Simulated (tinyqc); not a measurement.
Inside a calculation. Method: Hueckel theory of the pi electrons with the omega technique, for the molecule c1ccccc1 (SMILES; centres numbered as the heavy atoms are written). Computed by tinyqc, a small Python program that keeps every step. Settings: charge = 0, omega = 1.0, damping = 0.7. Command: `OMP_NUM_THREADS=1 python tinyqc.py 28091 28092 out.jsonl` (the two numbers bound the seeds that draw the settings). One thread of a shared host (Intel(R) Xeon(R) Processor @ 2.60GHz), about 0.01 s of CPU time with the checks.

## The Hueckel matrix

Centres:
```
centre  z_r, pi electrons of the neutral centre         h
1C                                            1  0.000000
2C                                            1  0.000000
3C                                            1  0.000000
4C                                            1  0.000000
5C                                            1  0.000000
6C                                            1  0.000000
```

Bonds:
```
i  j  k
1  2  1
2  3  1
3  4  1
4  5  1
5  6  1
6  1  1
```

H_rr = alpha + h_r beta, H_rs = k_rs beta for bonded centres.

Hueckel matrix in units of beta (H = alpha + beta A), order 1C, 2C, 3C, 4C, 5C, 6C:
$$\begin{pmatrix}
0.000000 & 1.000000 & 0.000000 & 0.000000 & 0.000000 & 1.000000 \\
1.000000 & 0.000000 & 1.000000 & 0.000000 & 0.000000 & 0.000000 \\
0.000000 & 1.000000 & 0.000000 & 1.000000 & 0.000000 & 0.000000 \\
0.000000 & 0.000000 & 1.000000 & 0.000000 & 1.000000 & 0.000000 \\
0.000000 & 0.000000 & 0.000000 & 1.000000 & 0.000000 & 1.000000 \\
1.000000 & 0.000000 & 0.000000 & 0.000000 & 1.000000 & 0.000000
\end{pmatrix}$$

## Orbitals, round 1

pi electrons, sum of z_r less the charge = 6

Diagonalise; E = alpha + x beta with beta < 0, so the largest x are filled first; degenerate levels share their electrons. P = sum n_i c_ri c_si; each orbital has its largest coefficient positive (the first on a tie).

x values: [2.000000, 1.000000, 1.000000, -1.000000, -1.000000, -2.000000]

occupations: [2.000000, 2.000000, 2.000000, 0.000000, 0.000000, 0.000000]

coefficients, order 1C, 2C, 3C, 4C, 5C, 6C:
$$\begin{pmatrix}
0.408248 & 0.577350 & 0.000000 & 0.000000 & 0.577350 & 0.408248 \\
0.408248 & 0.288675 & 0.500000 & 0.500000 & -0.288675 & -0.408248 \\
0.408248 & -0.288675 & 0.500000 & -0.500000 & -0.288675 & 0.408248 \\
0.408248 & -0.577350 & 0.000000 & 0.000000 & 0.577350 & -0.408248 \\
0.408248 & -0.288675 & -0.500000 & 0.500000 & -0.288675 & 0.408248 \\
0.408248 & 0.288675 & -0.500000 & -0.500000 & -0.288675 & -0.408248
\end{pmatrix}$$

charge and bond-order matrix P, order 1C, 2C, 3C, 4C, 5C, 6C:
$$\begin{pmatrix}
1.000000 & 0.666667 & 0.000000 & -0.333333 & 0.000000 & 0.666667 \\
0.666667 & 1.000000 & 0.666667 & 0.000000 & -0.333333 & 0.000000 \\
0.000000 & 0.666667 & 1.000000 & 0.666667 & 0.000000 & -0.333333 \\
-0.333333 & 0.000000 & 0.666667 & 1.000000 & 0.666667 & 0.000000 \\
0.000000 & -0.333333 & 0.000000 & 0.666667 & 1.000000 & 0.666667 \\
0.666667 & 0.000000 & -0.333333 & 0.000000 & 0.666667 & 1.000000
\end{pmatrix}$$

Within a degenerate level the vectors are fixed only up to a rotation; this is one choice.

## Omega technique, round 1

h_r = h_r(0) + omega q_r, omega = 1, with q_r = z_r - P_rr; 0.7 of the old diagonal is kept.

matrix after round 1, order 1C, 2C, 3C, 4C, 5C, 6C:
$$\begin{pmatrix}
0.000000 & 1.000000 & 0.000000 & 0.000000 & 0.000000 & 1.000000 \\
1.000000 & 0.000000 & 1.000000 & 0.000000 & 0.000000 & 0.000000 \\
0.000000 & 1.000000 & 0.000000 & 1.000000 & 0.000000 & 0.000000 \\
0.000000 & 0.000000 & 1.000000 & 0.000000 & 1.000000 & 0.000000 \\
0.000000 & 0.000000 & 0.000000 & 1.000000 & 0.000000 & 1.000000 \\
1.000000 & 0.000000 & 0.000000 & 0.000000 & 1.000000 & 0.000000
\end{pmatrix}$$

## Convergence

Each round sets h_r = h_r(0) + omega (z_r - P_rr), keeping the share named as damping of the old diagonal; repeat until output and input diagonals agree to 1e-6.

Rounds:
```
round   sum n x  largest |h(out) - h(in)|
1      8.000000                  2.22e-16
```

Converged in 1 rounds.

## Energy, charges, bond orders

E = sum n x; q_r = z_r - P_rr; bond order p = P_rs; free valence = sqrt(3) - sum of p over the bonds of the atom.

pi energy = 6 alpha + this times beta = 8.000000

pi charges: 1C 0.000000, 2C 0.000000, 3C 0.000000, 4C 0.000000, 5C 0.000000, 6C 0.000000

Bond orders and lengths from R = 1.517 - 0.180 p (angstrom, C-C alone):
```
bond         p         R
1-2   0.666667  1.397000
2-3   0.666667  1.397000
3-4   0.666667  1.397000
4-5   0.666667  1.397000
5-6   0.666667  1.397000
6-1   0.666667  1.397000
```

free valence of the carbons: 1C 0.398717, 2C 0.398717, 3C 0.398717, 4C 0.398717, 5C 0.398717, 6C 0.398717

gap between the highest filled and the next level = 2.000000 |beta|
